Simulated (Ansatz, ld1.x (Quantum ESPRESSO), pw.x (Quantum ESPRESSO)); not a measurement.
# Nb (Z = 41): does the RRKJ potential hold in the solid?

Nb, norm-conserving RRKJ (Kleinman–Bylander form), made with ld1.x (Quantum ESPRESSO) 7.5 (LDA (PW92), scalar-relativistic). Core [Kr], reference 4d4 5s1 5p0. Waves: 5s (bound): rc 3.20 bohr; 5p (bound, empty): rc 4.15 bohr; 4d (bound): rc 1.70 bohr. Local part: all-electron potential smoothed inside 3.05 bohr (lloc = -2). Core correction: Bessel-smoothed model core inside 1.00 bohr. rho0 = 0.001.

Atomic tests: cutoffs needed: 35 Ry and 40 Ry (the cutoffs (Ry, on a coarse ladder) from which the occupation-weighted sum of valence levels, in a spherical-Bessel basis at the reference potential, stays within 10 and 1 mRy of its value at 400 Ry); ghost test: no extra level below or beside the all-electron valence levels (s, p, d, f tested) (spherical-Bessel basis up to 400 Ry, 20 bohr box); configuration tests: 1 of 9 tests not solved or not reliable.

Crystal test: fcc Nb in pw.x 7.5, no spin, 14³ k-points, Fermi–Dirac smearing 0.01 Ry, cutoffs 50/200 Ry. The reference is all-electron LAPW (Ansatz 0.2.0) with the same functional, mesh and smearing; V0 and B0 come from Birch–Murnaghan fits to the pressures at five volumes. Errors are pseudo minus all-electron; Δ is the rms difference of the E(V) curves that follow from these fits, minima aligned, over ±6 % about the mean V0. Mesh and smearing are coarse, so the numbers serve the comparison and aren't converged zero-temperature values; the lattice is a test structure that the element need not adopt.

All-electron: a0 = 4.141 Å (V0 = 17.75 Å³/atom), B0 = 181.7 GPa.

Task: How far does the potential miss the all-electron equation of state?

Result: mean pressure error (GPa): -0.66; a0 (Å): 4.136; a0 error (%): -0.12; B0 error (%): +0.9; Δ (meV/atom): 2.6. The largest radius (4.15 bohr) exceeds half the bond length (2.76 bohr), so the spheres overlap, which is one possible source of error among others. Atomic configuration tests: 1 of 9 tests not solved or not reliable. The logarithmic derivative shows an extra or strongly shifted pseudo pole above the reference energy (s near 1.67 Ry).

| V (Å³/atom) | P all-electron (GPa) | P pseudo (GPa) |
| --- | --- | --- |
| 16.812 | 10.89 | 10.19 |
| 17.255 | 5.41 | 4.73 |
| 17.697 | 0.54 | -0.13 |
| 18.139 | -3.80 | -4.45 |
| 18.582 | -7.66 | -8.27 |

Task: At the middle volume, how do free energy and pressure move when the wave cutoff is lowered (ecutrho kept at four times it)?

Result:

```json
{"cutoff (Ry)": "22", "shift of F (meV/atom)": "+1511.2", "shift of P (GPa)": "-44.25"}
{"cutoff (Ry)": "30", "shift of F (meV/atom)": "+151.2", "shift of P (GPa)": "-8.74"}
{"cutoff (Ry)": "40", "shift of F (meV/atom)": "+2.0", "shift of P (GPa)": "-0.05"}
```

The run at the middle volume (104 k-points, 7 iterations) took about 5.7 s on one core of a shared host (Neoverse-V1, 32 threads, 247 GiB, load 20).
